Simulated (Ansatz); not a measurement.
Geometry optimisation, Ansatz 0.2.0, RKS PBE0-D4/def2-SVP.

The input (input.yaml):

```yaml
crystal:
  periodic: [false, false, false]
  atoms:
    - { symbol: Si, position_ang: [-0.551548, -0.146417, -0.362542] }
    - { symbol: H, position_ang: [0.185691, 0.712718, 2.053635] }
    - { symbol: H, position_ang: [0.498353, -1.010308, 0.253767] }
    - { symbol: H, position_ang: [-0.074599, 1.264825, -0.394875] }
    - { symbol: H, position_ang: [-0.768296, -0.615223, -1.765091] }
    - { symbol: S, position_ang: [-2.431195, -0.189161, 0.696161] }
    - { symbol: H, position_ang: [-2.754443, -1.422073, 0.246479] }
    - { symbol: H, position_ang: [-0.478264, 0.532839, 2.263467] }
basis:
  gaussian: { orbitals: def2-SVP }
hamiltonian:
  xc: pbe0
  dispersion: d4
relax:
  f_tol: 0.03
  max_steps: 50
output:
  orbitals: {}
```

Run as:

```bash
$ ansatz run input.yaml --threads 1 --pin off --max-ram 2048MiB --backend cpu --events-out ev --progress --plain --runs-dir out
```

Problem. Where does it end, and by what steps?

Solution. It converged. The force dipped under the threshold on the way, but the program's further checks kept it going. After 27 steps the energy has fallen by 0.162 eV; H2 moved furthest, 1.19 Å.

```csv
step,energy less start (eV),largest force component (eV/Å),accepted
0,0.0000,1.674,yes
1,-0.1066,0.102,yes
2,-0.1370,0.054,yes
3,-0.1230,0.715,no
4,-0.1413,0.052,yes
5,-0.1484,0.159,yes
6,-0.1501,0.434,yes
7,-0.1507,0.087,yes
8,-0.1469,0.166,no
9,-0.1537,0.386,yes
10,-0.1535,0.219,no
11,-0.1577,0.024,yes
12,-0.1578,0.087,yes
13,-0.1582,0.054,yes
14,-0.1586,0.038,yes
15,-0.1589,0.071,yes
16,-0.1591,0.067,yes
17,-0.1595,0.065,yes
18,-0.1596,0.070,yes
19,-0.1599,0.052,yes
20,-0.1602,0.030,yes
21,-0.1605,0.033,yes
22,-0.1606,0.061,yes
23,-0.1608,0.039,yes
24,-0.1612,0.020,yes
25,-0.1614,0.060,yes
26,-0.1615,0.041,yes
27,-0.1617,0.013,yes
```

```xyz
8
Properties=species:S:1:pos:R:3
Si -0.598 -0.126 -0.799
H 0.095 0.383 3.190
H 0.547 -0.617 0.022
H -0.309 1.242 -1.312
H -0.812 -1.062 -1.942
S -2.379 0.100 0.387
H -2.439 -1.200 0.754
H -0.480 0.408 2.689
```

Whether the end is a true minimum wasn't checked by a vibrational analysis.

Run time: 46 s on 1 thread of Arm Neoverse V1, with other jobs on the host, peak memory 0.12 GiB.
